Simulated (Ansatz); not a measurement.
CCl₄, SMILES ClC(Cl)(Cl)Cl (connectivity only; charge and spin as stated), charge +1, multiplicity 2.

The structure is a stationary point at B3LYP-D3(BJ)/def2-SVP. The multiplicity is an assumed one; other spin states were not compared.

Two levels are set side by side: PBE/def2-SVPD (Ansatz, a program for electronic structure) and PBE0/def2-SVPD (Ansatz). Energy differences of separate SCF runs at the same geometry; the states with an electron removed or added have multiplicity 3 and 1. Differences are taken from unrounded values.

| quantity | PBE0 |
|---|---|
| vertical ionisation energy (eV) | 16.90 |
| vertical electron affinity (eV) | 11.24 |

What does PBE give, and how far is it from PBE0? (Estimate from the structure and the level; the computed values follow.)


| quantity | PBE | PBE minus PBE0 |
|---|---|---|
| vertical ionisation energy (eV) | 16.54 | -0.36 |
| vertical electron affinity (eV) | 10.62 | -0.62 |
